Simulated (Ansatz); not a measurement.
CH$_{7}$AlSi, SMILES `[CH3][AlH][SiH3]`. The species carries charge 0 and has multiplicity 1. The structure was optimised at the PBE0-D4/def2-TZVP level.

```xyz
10

C    -0.389    0.164   -1.860
Al   -0.527   -0.700   -0.114
Si    0.653    0.224    1.838
H    -1.384    0.425   -2.238
H     0.219    1.071   -1.855
H     0.044   -0.528   -2.591
H    -1.411   -2.017    0.027
H     0.228    1.632    2.102
H     2.126    0.271    1.593
H     0.441   -0.544    3.098
```

**Question.** What is the dipole moment at r2SCAN/def2-TZVPP? (Estimate.)

**Answer.** The calculation gave: 1.05 D, with components (-0.18, 0.15, -1.02) D in this frame, pointing from negative to positive charge.

**Question.** And with PBE, B3LYP, ωB97M-V? (Estimate.)

**Answer.** Computed: PBE 1.05 D, B3LYP 1.02 D, ωB97M-V 1.06 D.

**Question.** Give the Mulliken charges with r2SCAN, ωB97M-V, B3LYP in def2-TZVPP. (Estimate.)

**Answer.** The calculation gave: 
| atom | r2SCAN | ωB97M-V | B3LYP |
| --- | --- | --- | --- |
| C1 | -0.39 | -0.51 | -0.44 |
| Al2 | 0.55 | 0.47 | 0.47 |
| Si3 | 0.00 | -0.08 | 0.03 |
| H4 | 0.07 | 0.11 | 0.09 |
| H5 | 0.07 | 0.11 | 0.10 |
| H6 | 0.07 | 0.11 | 0.09 |
| H7 | -0.17 | -0.12 | -0.15 |
| H8 | -0.07 | -0.03 | -0.07 |
| H9 | -0.07 | -0.03 | -0.07 |
| H10 | -0.07 | -0.03 | -0.06 |

B3LYP here is the variant with VWN-RPA as its local correlation; programs differ in this.
